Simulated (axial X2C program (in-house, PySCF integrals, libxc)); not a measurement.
## Potential curves of CCl⁺, two-component

Calculated with an axial X2C code built on PySCF integrals. Two-component (2c) means X2C with spin–orbit coupling and atomic mean-field two-electron Coulomb and Gaunt terms. Basis: Cl dyall-av3z [9s8p3d2f], C dyall-v3z [7s6p2d1f] (cores contracted in-house); Gaussian nuclei, density fitting, unrestricted open shells. Masses: Cl 34.969 u, C 12.000 u.

State: Ω = 0 (closed shell). Energies in cm⁻¹ from the fragments at the same level (Cl + C+). Fits are polynomials in 1 − R0/R over 0.85 to 1.23 times the lowest point R0.

```tsv
R (Å)	PBE50
1.3415	-40848
1.4032	-46967
1.4495	-49484
1.4957	-50649
1.5420	-50766
1.5960	-49891
1.6499	-48208
1.7193	-45210
1.8041	-40740
1.9275	-33469
```

The state is a single determinant with fixed occupations, the lowest that a limited PBE0 search found. The closed shell is kept restricted, so the energy runs too high when the bond is stretched far. Dissociation energies refer to the lowest single-determinant-based atoms at the same level and basis. The 2c atoms are single determinants rather than J levels; their spin–orbit lowering is only partly caught, and De is too large by that part. This holds for PBE50. Without a current term, density functionals place determinants with orbital angular momentum somewhat too high.

Q: What are Re, ωe and De at the PBE50 level?

A: At PBE50, 2c: Re = 1.524 Å, ωe ≈ 1250 cm⁻¹, De = 6.30 eV to Cl + C+; Be follows as 0.812 cm⁻¹.
